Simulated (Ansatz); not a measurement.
Exact exchange and the vertical ionisation energy of CH6N+

CH6N+ has 8 atoms, charge +1, and is taken as a singlet. SMILES: `C[NH3+]`. Geometry: relaxed at PBE0-D4/def2-TZVP.

The vertical ionisation energy (to the doublet dication) y, in eV, basis def2-TZVP; a is the functional's share of exact exchange. Programs: Ansatz 0.2.0.

| functional | program | a | y (eV) |
| --- | --- | --- | --- |
| BLYP | Ansatz | 0 | 20.12 |
| revPBE | Ansatz | 0 | 20.18 |
| B3LYP | Ansatz | 0.2 | 20.46 |
| r2SCAN0 | Ansatz | 0.25 | 20.41 |
| PBE0 | Ansatz | 0.25 | ? |
| BHLYP | Ansatz | 0.5 | 20.50 |

Fit y = c + s·a to the known rows and predict PBE0.


1. Means of the 5 rows: a = 0.1900, y = 20.334.
2. Σ(Δa)² = 0.172, Σ(Δa·Δy) = 0.1272, so the slope is 0.1272/0.172 = 0.73953.
3. Intercept: 20.334 − (0.73953) × 0.1900 = 20.193. The largest residual of the fit is 0.12.
4. PBE0: 20.193 + (0.73953) × 0.25 = 20.38 eV.

The run gave 20.40 eV, so the prediction is off by -0.02 eV, within the scatter of the fit.
